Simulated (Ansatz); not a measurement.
# C₃H₁₀N₂: one species, many methods

The task here is to estimate one member of a computed series from the others.

Computed with Ansatz 0.2.0, Gaussian basis. Level: functionals in def2-TZVPP, the program's frozen cores in correlated methods.

Plan: PBE-D4, r2SCAN-D4, PBE0-D4, B3LYP-D4, ωB97X-V, ωB97M-V, B2PLYP; CCSD(T)/def2-TZVPP; MP2/def2-QZVPP; extrapolation to the limit.

### Structure used throughout

All runs share one geometry, relaxed beforehand with PBE0-D4 in a triple-zeta def2 set.

SMILES `CNCNC`, 15 atoms, charge 0, spin multiplicity 1.

Atoms are counted from 1 here; the program's logs count them from 0.

Bond lengths: C1–N2 1.449 Å, C1–H6 1.097 Å, C1–H7 1.094 Å, C1–H8 1.092 Å, N2–C3 1.433 Å, N2–H9 1.011 Å, C3–N4 1.456 Å, C3–H10 1.103 Å, C3–H11 1.097 Å, N4–C5 1.446 Å, N4–H12 1.014 Å, C5–H13 1.092 Å, C5–H14 1.103 Å, C5–H15 1.094 Å. Angles: N2–C1–H6 114.3°, N2–C1–H7 109.0°, N2–C1–H8 109.3°, H6–C1–H7 107.6°, H6–C1–H8 109.0°, H7–C1–H8 107.5°, C1–N2–C3 114.9°, C1–N2–H9 111.0°, C3–N2–H9 110.9°, N2–C3–N4 114.8°, N2–C3–H10 107.8°, N2–C3–H11 108.3°, N4–C3–H10 112.2°, N4–C3–H11 106.7°, H10–C3–H11 106.7°, C3–N4–C5 112.8°, C3–N4–H12 109.2°, C5–N4–H12 109.7° and more.

The first run:

Input file in.yaml:

```yaml
crystal:
  periodic: [false, false, false]
  atoms:
    - {symbol: C, position_ang: [-1.796743, -0.555443, -1.035154]}
    - {symbol: N, position_ang: [-0.692599, -1.327640, -0.503048]}
    - {symbol: C, position_ang: [0.133108, -0.630178, 0.437228]}
    - {symbol: N, position_ang: [0.741698, 0.590345, -0.072262]}
    - {symbol: C, position_ang: [1.437159, 1.337973, 0.951478]}
    - {symbol: H, position_ang: [-1.497533, 0.370860, -1.541034]}
    - {symbol: H, position_ang: [-2.467201, -0.282104, -0.215030]}
    - {symbol: H, position_ang: [-2.366383, -1.173476, -1.732100]}
    - {symbol: H, position_ang: [-0.135230, -1.724904, -1.247776]}
    - {symbol: H, position_ang: [0.883998, -1.342282, 0.819347]}
    - {symbol: H, position_ang: [-0.488806, -0.338927, 1.292599]}
    - {symbol: H, position_ang: [1.384816, 0.355148, -0.819769]}
    - {symbol: H, position_ang: [1.921287, 2.211167, 0.510171]}
    - {symbol: H, position_ang: [2.203728, 0.758921, 1.494247]}
    - {symbol: H, position_ang: [0.716703, 1.699841, 1.690604]}
basis:
  gaussian: {orbitals: def2-TZVPP}
hamiltonian: {xc: pbe, dispersion: d4}
output: {forces: true, orbitals: {seedname: orbitals}}
```

On the command line:

```console
$ ansatz run in.yaml --threads 4 --pin off --events-out ev --progress --plain --max-ram 10444MiB
```

Steps of the session up to this table: PBE-D4 (GGA); r2SCAN-D4 (meta-GGA); PBE0-D4 (hybrid); B3LYP-D4 (hybrid); ωB97X-V (range-separated); ωB97M-V (range-separated); B2PLYP (double hybrid); CCSD(T) in def2-TZVPP; MP2 in def2-QZVPP.

One of the session's tables, all rows but one given; the rest of the session is left out.

| method | atomisation energy (kJ/mol) |
| --- | --- |
| PBE-D4 | 5683.4 |
| r2SCAN-D4 | 5540.6 |
| PBE0-D4 | 5585.4 |
| B3LYP-D4 | 5582.7 |
| ωB97X-V | 5577.2 |
| ωB97M-V | 5579.1 |
| B2PLYP | ? |
| HF/def2-TZVPP | 3957.4 |
| MP2/def2-TZVPP | 5450.9 |
| CCSD/def2-TZVPP | 5333.4 |
| CCSD(T)/def2-TZVPP | 5407.4 |
| MP2/CBS | 5595.1 |
| CCSD(T)/CBS | 5551.6 |

Q: Estimate the row for B2PLYP from the others.

The run gave: atomisation energy (kJ/mol): 5507.5. In the column «atomisation energy (kJ/mol)» it lies between MP2/def2-TZVPP (5450.9) and r2SCAN-D4 (5540.6).

Limits of these values: Free atoms (3 C, 2 N, 10 H) were run apart at each level; the atomisation energy is their sum less the molecule, without zero-point or spin-orbit terms.
